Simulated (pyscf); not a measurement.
A first-order saddle from PySCF, ωB97X-D3(BJ)/def2-SVP:

```xyz
10

C      0.3717    -0.3765     0.3521
Si    -1.2737     0.0960    -0.4030
Cl    -1.0847    -0.6872    -2.3173
Cl    -2.6080    -0.7300     0.9552
H      0.4458     0.0041     1.3826
H      1.2012     0.0309    -0.2465
H      0.4569    -1.4750     0.3731
H     -2.5604     0.9858    -0.9946
H     -0.8353     1.7710    -0.1578
H     -1.7668     1.6299    -0.6046
```
Charge 0, spin multiplicity 1.

Surface: singlet, charge 0. Lowest wavenumbers (cm⁻¹): 1674i, 89, 126, 236, 274.

Problem. What reaction is this the transition state of?

Solution. H₃C–SiH(Cl)–Cl + hydrogen (H₂) ⇌ H₃C–SiH(Cl)–Cl + hydrogen (H₂), a four-centre exchange read from left to right: H–Si, H–H broken and H–Si, H–H formed. At ωB97M-D3(BJ)/def2-TZVP it lies +279.6 kJ/mol from the left side and +279.6 kJ/mol from the right (each side as separated species at their lowest minima found). At the saddle there is also a short H–Si contact that neither side keeps. One saddle was located; it need not be the lowest between these sides.
